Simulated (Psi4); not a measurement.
# [NO2]− (nitrite): BHLYP/def2-TZVPPD

What is the vertical singlet–triplet gap of [NO2]− (nitrite) at BHLYP/def2-TZVPPD? 

Program for the calculation: Psi4 1.11.

## Step 1: Starting point

[NO2]− has 3 atoms, charge -1, and is taken as a singlet. SMILES: `O=N[O-]`. The shape is that of a PBE0-D4/def2-TZVPD optimisation.

Bond lengths: O1–N2 1.245 Å, N2–O3 1.245 Å. Angles: O1–N2–O3 116.8°.

## Step 2: The energy at BHLYP/def2-TZVPPD

File calc.dat:

```
memory 2200 mb

molecule mol {
  -1 1
  O      0.61007918     1.87583664     0.54352303
  N      0.61557829    -0.46373879     0.28721947
  O     -1.22565747    -1.41211674    -0.83074250
  units bohr
  symmetry c1
  no_reorient
  no_com
}

set globals {
  basis                def2-TZVPPD
  puream               true
  e_convergence        1e-09
  d_convergence        1e-08
  scf_type             pk
  dft_radial_points    99
  dft_spherical_points 590
}

energy("bhhlyp")
```

Started as:

```sh
$ psi4 -n 1 calc.dat calc.out
```

calc.out:

```text
[...]
  Running in c1 symmetry.
[...]
  Nuclear repulsion =   63.552463687513523
[...]
  Multiplicity = 1
[...]
  Nalpha       = 12
  Nbeta        = 12
[...]
    Number of basis functions: 117
[...]
   @RKS iter   1:  -204.97408674264696   -5.29482e-01   5.44052e-03 DIIS/ADIIS
[...]
   @RKS iter  11:  -205.12569546510269   -1.16245e-11   4.47942e-09 DIIS
[...]
    Orbital Energies [Eh]
    ---------------------
    Doubly Occupied:
       1A    -19.447833     2A    -19.447805     3A    -14.712249
       4A     -1.072721     5A     -0.888700     6A     -0.468828
       7A     -0.323629     8A     -0.315535     9A     -0.303234
      10A     -0.117093    11A     -0.112318    12A     -0.061836
[...]
  @RKS Final Energy:  -205.12569546510269
   => Energetics <=
    Nuclear Repulsion Energy =             63.5524636875135229
    One-Electron Energy =                -413.7810126266967927
    Two-Electron Energy =                 157.6424563816785280
    DFT Exchange-Correlation Energy =     -12.5396029075979598
    Empirical Dispersion Energy =           0.0000000000000000
    VV10 Nonlocal Energy =                  0.0000000000000000
    Total Energy =                       -205.1256954651026945
[...]
 Multipole Moments:
 ------------------------------------------------------------------------------------
     Multipole            Electronic (a.u.)      Nuclear  (a.u.)        Total (a.u.)
 ------------------------------------------------------------------------------------
 L = 1.  Multiply by 2.5417464519 to convert [e a0] to [Debye]
 Dipole X            :          0.7826609           -0.6155783            0.1670826
 Dipole Y            :         -0.5894212            0.4635877           -0.1258335
 Dipole Z            :          0.3651808           -0.2872195            0.0779613
 Magnitude           :                                                    0.2232233
[...]
```

Run time: 11 s. Hardware: 1 thread of AMD EPYC 7R43 (Zen 3), shared host; peak memory 0.69 GiB.

## Step 3: The triplet, same level

File job.in:

```
memory 2200 MB

molecule molecule1 {
  -1 3
  O      0.61007918     1.87583664     0.54352303
  N      0.61557829    -0.46373879     0.28721947
  O     -1.22565747    -1.41211674    -0.83074250
  units bohr
  symmetry c1
}

set {
  basis def2-TZVPPD
  reference uks
  puream true
  e_convergence 1e-09
  d_convergence 1e-08
  scf_type pk
  dft_radial_points 99
  dft_spherical_points 590
  maxiter 100
}

energy_value, wavefunction = energy('bhhlyp', return_wfn=True)
oeprop(wavefunction, 'DIPOLE', 'MAYER_INDICES', 'MULLIKEN_CHARGES', title='BHHLYP')
```

Started as:

```sh
$ psi4 -i job.in -o job.out -n 1
```

job.out:

```text
[...]
  Running in c1 symmetry.
[...]
  Nuclear repulsion =   63.552463687513523
[...]
  Multiplicity = 3
[...]
  Nalpha       = 13
  Nbeta        = 11
[...]
    Number of basis functions: 117
[...]
   @UKS iter   1:  -204.90149769145310   -4.56893e-01   5.11327e-03 ADIIS/DIIS
[...]
   @UKS iter  13:  -205.04274780920943   -1.35572e-11   8.12992e-09 DIIS
[...]
   @S^2 Observed:                2.022965292E+00
[...]
    Orbital Energies [Eh]
    ---------------------
    Alpha Occupied:
       1A    -19.450150     2A    -19.450135     3A    -14.677838
       4A     -1.079957     5A     -0.901589     6A     -0.504399
       7A     -0.349604     8A     -0.336136     9A     -0.333138
      10A     -0.164081    11A     -0.128537    12A     -0.105890
      13A      0.021991
    Alpha Virtual:
      14A      0.210686    15A      0.216562    16A      0.245449
      17A      0.253531    18A      0.276940    19A      0.279308
      20A      0.294698    21A      0.375376    22A      0.398518
      23A      0.520681    24A      0.524563    25A      0.580976
[...]
  @UKS Final Energy:  -205.04274780920943
   => Energetics <=
    Nuclear Repulsion Energy =             63.5524636875135229
    One-Electron Energy =                -413.9206273275192416
    Two-Electron Energy =                 157.8890576475751573
    DFT Exchange-Correlation Energy =     -12.5636418167788779
    Empirical Dispersion Energy =           0.0000000000000000
    VV10 Nonlocal Energy =                  0.0000000000000000
    Total Energy =                       -205.0427478092094304
  UHF NO Occupations:
  HONO-2 :   11  A 1.9950435
  HONO-1 :   12  A 1.0000000
[...]
 Multipole Moments:
 ------------------------------------------------------------------------------------
     Multipole            Electronic (a.u.)      Nuclear  (a.u.)        Total (a.u.)
 ------------------------------------------------------------------------------------
 L = 1.  Multiply by 2.5417464519 to convert [e a0] to [Debye]
 Dipole X            :          0.1908960           -0.0026610            0.1882350
 Dipole Y            :         -0.1311952            0.0018292           -0.1293660
 Dipole Z            :          0.0000000           -0.0000000            0.0000000
 Magnitude           :                                                    0.2284031
[...]
  Mulliken Charges: (a.u.)
   Center  Symbol    Alpha    Beta     Spin     Total
       1     O     4.52653  4.06579  0.46074 -0.59232
       2     N     3.94693  2.86841  1.07852  0.18466
       3     O     4.52653  4.06580  0.46074 -0.59233
   Total alpha = 13.00000, Total beta = 11.00000, Total charge = -1.00000
  Mayer Bond Indices:
  Total Bond Index:
  Irrep: 1 Size: 3 x 3
[...]
```

Wall time 18 s (1 thread of AMD EPYC 7R43 (Zen 3), shared host); peak memory 0.7 GiB.

## Step 4: Summary of results

At BHLYP/def2-TZVPPD:

```
                                                      quantity          value
                                         singlet: total energy  -205.12570 Eh
                                          singlet: HOMO energy       -1.68 eV
                                          singlet: LUMO energy        5.73 eV
singlet: HOMO–LUMO gap (to an unbound level, set by the basis)        7.41 eV
                                         triplet: total energy  -205.04275 Eh
                   triplet: HOMO energy (highest over α and β)        0.60 eV
                    triplet: LUMO energy (lowest over α and β)        4.37 eV
                                                 triplet: ⟨S²⟩          2.023
              vertical energy of the triplet above the singlet       2.257 eV
```

What this shows: At this shape the triplet lies 2.26 eV (52 kcal/mol) above the singlet. Mulliken charges (triplet) run from -0.59 on O3 to +0.18 on N2; in a basis this large or diffuse they mean little. The HOMO (triplet) lies at positive energy, 0.60 eV, from the functional's self-interaction, a short basis or an electron that isn't bound; only total energies against the neutral tell.
